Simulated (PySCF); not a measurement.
# SiNH5 (Si(NH2)H3): levels of theory compared

Wanted: a comparison of 6 runs (B3LYP/STO-3G, UMP2/STO-3G, CCSDT/STO-3G, CCSDTQ/STO-3G, CISD/STO-3G, CCSD(T)/STO-3G) of SiNH5 (Si(NH2)H3). The job is set up through a Python script.

The calculation is run with PySCF 2.14.0.

6 further runs of the same task are left out: 6 set aside as unsound or not needed.

## (1) Starting point

SiNH5 has 7 atoms, charge 0, and is taken as a singlet. SMILES: `[H][Si]([H])([H])N`. One bond was lengthened or shortened from a relaxed shape.

Bond lengths: Si1–N2 1.723 Å, N2–H3 1.007 Å, N2–H4 1.208 Å, Si1–H5 1.460 Å, Si1–H6 1.461 Å, Si1–H7 1.472 Å. Angles: Si1–N2–H3 118.6°, Si1–N2–H4 118.6°, N2–Si1–H5 105.0°, N2–Si1–H6 105.1°, N2–Si1–H7 115.3°, H3–N2–H4 109.5°, H5–Si1–H6 113.3°, H5–Si1–H7 109.2°, H6–Si1–H7 109.1°.

## (2) A single-point energy at B3LYP/STO-3G (run 1)

File job.py:

```python
from pyscf import gto, dft

system = gto.Mole()
system.atom = '''
Si     0.321612    -0.044152    -1.486190
N      0.494239     0.289026     1.748171
H      1.660238    -0.857811     2.721814
H     -1.443108     0.580902     2.921233
H      2.945384    -0.067395    -2.341386
H     -1.090448     2.161102    -2.361341
H     -0.950419    -2.353567    -2.375458
'''
system.unit = 'bohr'
system.verbose = 3
system.max_memory = 1860
system.basis = 'sto-3g'
system.build()

mf = dft.RKS(system, xc='b3lyp')
mf.grids.level = 5
mf.conv_tol = 1e-10
mf.kernel()
if not mf.converged:
    mf = mf.newton().run(mf.mo_coeff, mf.mo_occ)

etot = mf.e_tot
print('E = %.10f Eh' % etot)
```

Launch:

```
$ OMP_NUM_THREADS=1 python job.py
```

The log of the run:

```text
converged SCF energy = -343.137054977402
E = -343.1370549774 Eh
```

It took 2.6 s on 1 thread of Arm Neoverse V2, shared host; peak memory 0.2 GiB.

## (3) The energy at UMP2/STO-3G (run 2)

File input.xyz:

```xyz
7

Si     0.170190    -0.023364    -0.786458
N      0.261540     0.152946     0.925092
H      0.878560    -0.453934     1.440322
H     -0.763660     0.307400     1.545850
H      1.558630    -0.035664    -1.239008
H     -0.577040     1.143606    -1.249568
H     -0.502940    -1.245454    -1.257038
```

File input.py:

```python
from pyscf import gto, mp

mol = gto.M(
    atom='input.xyz',
    charge=0,
    verbose=3,
    spin=0,
    basis='sto-3g',
    max_memory=1860,
)

mf = mol.UHF()
mf.conv_tol = 1e-10
mf.kernel()
if not mf.converged:
    mf = mf.newton().run(mf.mo_coeff, mf.mo_occ)
for _ in range(3):
    mo, _, stable, _ = mf.stability(return_status=True)
    if stable:
        break
    mf.kernel(mf.make_rdm1(mo, mf.mo_occ))

pt = mp.MP2(mf, frozen=6).run()
e_tot = pt.e_tot
print('E = %.10f Eh' % e_tot)
```

Launch:

```
$ OMP_NUM_THREADS=1 python input.py
```

The log of the run:

```text
converged SCF energy = -342.220780695587  <S^2> = 3.2498448e-11  2S+1 = 1
<class 'pyscf.scf.uhf.UHF'> wavefunction is stable in the internal stability analysis
E(UMP2) = -342.312314509573  E_corr = -0.0915338139858862
E(SCS-UMP2) = -342.323986958474  E_corr = -0.103206262886708
E = -342.3123145096 Eh
```

It took 0.6 s on 1 thread of Arm Neoverse V2, shared host; peak memory 0.12 GiB.

Run 3 isn't shown in full; the table further down has it.

## (4) The energy at CCSDTQ/STO-3G (run 4)

File job.py:

```python
from pyscf import gto, scf, cc

mol = gto.M(
    atom='''
Si     0.170190    -0.023364    -0.786458
N      0.261540     0.152946     0.925092
H      0.878560    -0.453934     1.440322
H     -0.763660     0.307400     1.545850
H      1.558630    -0.035664    -1.239008
H     -0.577040     1.143606    -1.249568
H     -0.502940    -1.245454    -1.257038
''',
    verbose=3,
    basis='sto-3g',
    max_memory=1860,
)

hf = scf.RHF(mol)
hf.conv_tol = 1e-10
hf.kernel()
if not hf.converged:
    hf = hf.newton().run(hf.mo_coeff, hf.mo_occ)

mycc = cc.CCSDTQ(hf, frozen=6)
mycc.kernel()
etot = mycc.e_tot
print(f'total energy: {etot:.8f} hartree')
```

Launch:

```
$ OMP_NUM_THREADS=1 python job.py
```

The log of the run:

```text
converged SCF energy = -342.220780695592
_make_eris_incore_RCCSDTQ
RCCSDTQ converged
E(RCCSDTQ) = -342.3484139169574   E_corr = -0.1276332213653964
E_corr(same-spin) = -0.00675847706257741
E_corr(oppo-spin) = -0.120874744302819
total energy: -342.34841392 hartree
```

Run time: 19 s. Hardware: 1 thread of Arm Neoverse V2, shared host; peak memory 0.16 GiB.

Run 5 isn't shown in full; the table further down has it.

## (5) A single-point energy at CCSD(T)/STO-3G (run 6)

File job.py:

```python
from pyscf import gto, cc

mol = gto.M(
    atom='''
Si     0.170190    -0.023364    -0.786458
N      0.261540     0.152946     0.925092
H      0.878560    -0.453934     1.440322
H     -0.763660     0.307400     1.545850
H      1.558630    -0.035664    -1.239008
H     -0.577040     1.143606    -1.249568
H     -0.502940    -1.245454    -1.257038
''',
    basis='sto-3g',
    charge=0,
    verbose=3,
    max_memory=1860,
)

myscf = mol.RHF()
myscf.conv_tol = 1e-10
myscf.kernel()
if not myscf.converged:
    myscf = myscf.newton().run(myscf.mo_coeff, myscf.mo_occ)

mycc = cc.CCSD(myscf, frozen=6)
mycc.kernel()
e_t = mycc.ccsd_t()
etot = mycc.e_tot + e_t
print('E(%s) = %.9f' % ('CCSD(T)', etot))
```

Launch:

```
$ OMP_NUM_THREADS=1 python job.py
```

The log of the run:

```text
converged SCF energy = -342.220780695592
E(CCSD) = -342.3468570411713  E_corr = -0.126076345579223
CCSD(T) correction = -0.00113005017481652
E(CCSD(T)) = -342.347987091
```

Wall time 0.66 s (1 thread of Arm Neoverse V2, shared host); peak memory 0.12 GiB.

## (6) Overview of the runs

| run | level | integration grid | frozen core orbitals | energy (Eh) | dipole moment (D) of the reference | HOMO energy (eV) | LUMO energy (eV) | wall time |
| --- | --- | --- | --- | --- | --- | --- | --- | --- |
| 1 | B3LYP/STO-3G | 5 | – | -343.137055 | 1.02 | -3.16 | 6.70 | 2.6 s |
| 2 | UMP2/STO-3G | – | 6 | -342.312315 | 1.05 | -7.97 | 12.70 | 0.6 s |
| 3 | CCSDT/STO-3G | – | 6 | -342.348325 | 1.05 | -7.97 | 12.70 | 0.92 s |
| 4 | CCSDTQ/STO-3G | – | 6 | -342.348414 | 1.05 | -7.97 | 12.70 | 19 s |
| 5 | CISD/STO-3G | – | 6 | -342.339755 | 1.05 | -7.97 | 12.70 | 0.6 s |
| 6 | CCSD(T)/STO-3G | – | 6 | -342.347987 | 1.05 | -7.97 | 12.70 | 0.66 s |

## (7) What came out

```
                                          quantity          value
                               run 6: total energy  -342.34799 Eh
       run 6: dipole moment (Hartree–Fock density)         1.05 D
        run 6: HOMO energy (Hartree–Fock orbitals)       -7.97 eV
        run 6: LUMO energy (Hartree–Fock orbitals)       12.70 eV
      run 6: HOMO–LUMO gap (Hartree–Fock orbitals)       20.67 eV
run 6: correlation energy (6 core orbitals frozen)     -127.2 mEh
                             run 6: (T) correction      -1.13 mEh
                              run 6: T1 diagnostic          0.007
```

**Reading.** In runs 1, 2, 3, 4, 5, 6 the basis is minimal, so the values are rough. All runs together took 24 s, the longest 19 s.
